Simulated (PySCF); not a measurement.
ethane (C₂H₆), SMILES CC. Geometry: r2SCAN-D4/def2-TZVP.

Task: Give the equilibrium geometry at r2SCAN-D4/def2-TZVP (PySCF confirms it by a frequency run) as a Z-matrix, and its point group. (The exact figures need the calculation; the answer reports its results.)

Result: point group D3d.
```
C
H 1 1.0927
H 1 1.0927 2 107.53
H 1 1.0927 2 107.53 3 -115.53
C 1 1.5232 2 111.35 4 -122.24
H 5 1.0927 1 111.35 2 -180.00
H 5 1.0927 6 107.53 1 122.24
H 5 1.0927 6 107.53 7 115.53
```
